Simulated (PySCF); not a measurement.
Which determinant of NaSi⁺ lies lowest?

Unrestricted PBE0; basis Na pcseg-1, Si pcseg-1; no relativity; PySCF 2.14. Outer shells of the fragments: Na+ closed shells only; Si 3s2 3p2.

Followed along the bond (rough minima from three points):

| 2Ms+1 | unpaired | ⟨S²⟩ at the start | R at minimum (Å) | Te (eV) |
| --- | --- | --- | --- | --- |
| 3 | σ ↑, π ↑ | 2.00 | 3.23 | 0.00 |
| 1 | σ ↓, π ↑ | 1.01 | 3.27 | 0.28 |
| 1 | none | 0.00 | 3.13 | 0.61 |
| 3 | π ↑↑ | 2.01 | none in the scan | ≤ 0.58 |
| 1 | π ↑↓ | 1.01 | none in the scan | ≤ 0.89 |

Solutions found at the starting distance of 2.790 Å, counted from the lowest of them; the search is not exhaustive and high or unbound solutions are not listed, so other states can lie among these:

```
2Ms+1  unpaired   term  E (eV)  ⟨S²⟩  ⟨Lz²⟩  μ (D)
    3  σ ↑, π ↑     ³Π    0.00  2.00   1.00  -4.80
    1  σ ↓, π ↑  mixed    0.30  1.01   1.00  -4.79
    1      none    ¹Σ⁺    0.62  0.00   0.00  -4.06
    3      π ↑↑    ³Σ⁻    0.66  2.01   0.00  -5.34
    1      π ↑↓  mixed    0.98  1.01   2.01  -5.33
    1      none  mixed    1.99  0.00   2.00  -5.13
    3      σ ↑↑    ³Σ⁺    4.54  2.00   0.00   5.93
    3      π ↑↑  mixed    6.87  2.00   2.01   6.17
```

A term symbol is given only where ⟨S²⟩ and ⟨Lz²⟩ are close to those of a pure state; real π, δ and φ orbitals otherwise mix terms. A positive dipole points towards Si; it is taken about the centre of mass and depends on that origin.
